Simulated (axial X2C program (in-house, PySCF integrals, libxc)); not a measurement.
**SSiS²⁺: properties at the nuclei**

Calculated with an in-house all-electron X2C program for linear molecules (integrals from PySCF): two-component X2C with atomic mean-field Coulomb and Gaunt terms, Gaussian nuclei, basis S dyall-av3z, Si dyall-v3z with contracted cores.

S–Si–S held linear, with bonds 2.015 and 2.015 Å (near the PBE0 minimum at charge 2 of the determinant lowest at the starting distance; the state shown can have its own minimum elsewhere, held linear; other orders of the atoms were not compared).

Input and command:
```json
{"zs": [16, 14, 16], "q": 2, "bas": ["dyall-av3z", "dyall-v3z", "dyall-av3z"], "r0": [2.01, 2.01], "symm": 1, "scan": ["PBE0", "HF", "BHandHLYP"], "levels": ["PBE0", "HF", "B3LYP"], "nst": 2}
```
```bash
python solin.py task.json out
```

Keys: zs atomic numbers; q charge; bas basis sets; r0 starting distance in Å; symm equal bonds; scan levels of the two-bond scan; levels methods; nst determinants followed.

Determinant lowest in the PBE0 search, Ω = 1 (⟨Sz⟩ = 1.00, ⟨Lz⟩ = 0.00 at PBE0), spin on the atoms S 0.62, Si -0.24, S 0.62:

| level | A∥/gI S (MHz) | qzz S (a.u.) | A∥/gI Si (MHz) | qzz Si (a.u.) |
| --- | --- | --- | --- | --- |
| PBE0 | -157 | 0.18 | -98.2 | -1.31 |
| HF | -111 | -0.39 | -320 | -1.00 |
| B3LYP | -145 | 0.25 | -79.4 | -1.35 |

Determinant 0.48 eV from it at PBE0 and this distance, Ω = 3 (⟨Sz⟩ = 1.00, ⟨Lz⟩ = 2.00 at PBE0), spin on the atoms S 0.45, Si 0.10, S 0.45:

| level | A∥/gI S (MHz) | qzz S (a.u.) | A∥/gI Si (MHz) | qzz Si (a.u.) |
| --- | --- | --- | --- | --- |
| PBE0 | 111 | 0.75 | 20 | -1.85 |
| HF | 116 | 0.88 | 13.3 | -2.35 |
| B3LYP | 115 | 0.77 | 20.7 | -1.84 |

A∥ (defined per Ω) follows by multiplying with gI = μI/(I μN); qzz is the electric field gradient, eQq0 = 234.96 MHz × Q/barn × qzz. The operators were transformed with the bare-nucleus X2C matrices; with these basis sets, hyperfine constants and field gradients can be off by tens of per cent, and where levels differ in sign neither size nor sign is settled.

(1) With gI(33S) = 0.4292 (g factors from the IAEA table of nuclear moments by Stone), turn the PBE0 values of the first state into constants in MHz.

The molecule was held linear; bending was not examined, so a bent shape may lie lower.

Each state is one determinant with collinear spin, which with several unpaired electrons need not be a pure state. Unrestricted Hartree–Fock can overshoot spin polarisation at the nuclei. With several open shells hyperfine constants can be off by a factor of several. Open-shell Ω = 0 determinants with evenly filled partner blocks cannot be reached by this program, so the Ω shown need not be the lowest component. At HF a later determinant lies lower. States lie within half an eV, so the first need not be the ground state. Where a field gradient or hyperfine factor spreads by more than a factor of two over the levels, a constant derived from it is not to be relied on. PBE0 term energies can be off by some tenths of an eV.

## Answers

(1) A∥(33S) = -157 × 0.4292 = -67.4 MHz.
